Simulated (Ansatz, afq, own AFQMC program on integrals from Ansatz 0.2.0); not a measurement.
Two steps: Ansatz 0.2.0 writes the Fock matrix and Cholesky factors of the valence space, and afq projects on them the lowest state that overlaps trial and start.

```yaml
crystal:
  periodic: [false, false, false]
  atoms:
    - {symbol: Hf, position_ang: [0.000000, 0.000000, 0.000000]}
    - {symbol: H, position_ang: [0.000000, 0.000000, 2.997000]}
basis:
  gaussian: {orbitals: def2-TZVP}
magnetization: {spin_polarized: false, initial_magnetization: 3}
correlation: {method: ccsd_t, electrons: outside_noble_gas, hamiltonian_folder: ham}
```

```sh
$ ansatz run in.yaml --threads 1 --pin off --events-out ev --progress --plain --max-ram 16896MiB --backend cuda --devices 0, --max-vram 18GiB
```

afq runs on the folder ham with

```
--method phaseless --trial cisd --walkers 4000 --populations 20 --least-time 60 --time-step 0.005 --steps-per-block 50 --equilibration-blocks 40 --max-blocks 4000 --target-error 0.00014 --factor-cut 1e-05 --start spin_pure --seed 2253 --release-times 0.24,0.6,1.2,2,3,4.2 --release-step 0.04 --release-every 3 --taylor-order 6
```

Times are imaginary, in 1/Eh. The walk had a cap of 178 s. With eight or more populations the least sampling time is a fifth of least-time, and the error comes from their spread. Core potentials past Kr, no spin–orbit coupling.

```
orbitals 42  electrons 4 1  factors 300 of 410
reference energy -47.85745007 Eh
CCSD correlation -0.07343201 Eh in 25 cycles, weight of the determinant in the CISD state 0.8768
energy of the start -47.930885 Eh
 block  time / (1/Eh)  mean weight  energy / Eh
     1     0.250  0.9999  -47.930782
     2     0.500  0.9999  -47.930931
     3     0.750  0.9999  -47.931178
     4     1.000  0.9999  -47.931440
     5     1.250  0.9999  -47.931720
     8     2.000  1.0000  -47.932429
    11     2.750  0.9999  -47.932951
    17     4.250  0.9999  -47.933889
    23     5.750  1.0001  -47.933953
    29     7.250  1.0001  -47.934034
    35     8.750  1.0000  -47.936794
    41    10.250  0.9998  -47.934052
    47    11.750  0.9998  -47.933974
    53    13.250  0.9999  -47.934169
    59    14.750  0.9998  -47.933935
    65    16.250  0.9998  -47.934041
    71    17.750  1.0001  -47.933786
    77    19.250  0.9998  -47.933490
    79    19.750  1.0001  -47.933409
    83    20.750  1.0000  -47.934757
    89    22.250  1.0002  -47.933603
error from the spread of 20 populations
released: time / (1/Eh)  energy / Eh  error  mean overlap
  0.24  -47.933964  0.000079  0.9992
  0.60  -47.934138  0.000110  0.9987
  1.20  -47.934246  0.000058  0.9978
  2.00  -47.934910  0.000601  0.9993
  3.00  -47.934541  0.000050  0.9998
  4.20  -47.940879  0.006006  0.9944
energy -47.933785 +/- 0.000134 Eh
(rows thinned)
```

(1) Estimate how long the walk took on 1 × NVIDIA H100 80GB HBM3 with 2 threads of AMD EPYC 7R13 Processor (Zen 3) (shared host) (the card was shared).

The run passed its tests (sampling time, drift between the halves within three errors, error under three times the target), which doesn't prove that it has relaxed. The second half of the sampling lies above the first by 1.9 errors of their difference, so the energy may still be moving and its error bar be too small.

Against this walk (error 3.6 meV) on the same determinant: CCSD(T) 2.1 meV lower (within the noise), CCSDT(Q) 46.4 meV lower, CCSDTQ 48.8 meV lower, full CI 48.9 meV lower. The error is statistical and leaves out the bias of the constraint. The released energies have errors that jump between times, so the bars are unsure (meV from the phaseless value at times in 1/Eh: -10 ± 3 at 0.60, -12.6 ± 1.6 at 1.20, -31 ± 16 at 2.00, -20.6 ± 1.3 at 3.00, -193 ± 163 at 4.20), so they give no level; they do show a bias of the constraint, and the last of them that isn't too noisy lies 28 meV above full CI. Full CI is exact here, so the walk's 49 meV above it is the walk's own error: the bias of the constraint with this trial, or a walk that hasn't relaxed.

Cautions: constraint bias not in the error; no spin-orbit coupling; outer-core shells of the metal frozen; lower spins were not checked; a spin-contaminated unrestricted determinant lies lower (UHF 556 meV lower, ⟨S²⟩ 3.94); the search met a lower determinant of the same kind, perhaps of another symmetry (183 meV lower), and this one is a saddle point; strong correlation (T1 0.053, weight of the determinant 0.88, largest double 0.10); the CCSD(T) amplitudes may be one of several solutions (largest double 0.10); the CCSDT(Q) amplitudes may be one of several solutions (largest double 0.12); the CCSDTQ amplitudes may be one of several solutions (largest double 0.19); CCSDTQ on the UHF determinant differs (68 meV lower), by its state or its frozen core.

Results:

(1) 84 s of wall time.

CCSDT and higher add their correlation energy to the determinant of the CCSD(T) run, since their own runs factorise the integrals more tightly (a shift of under 2 meV).
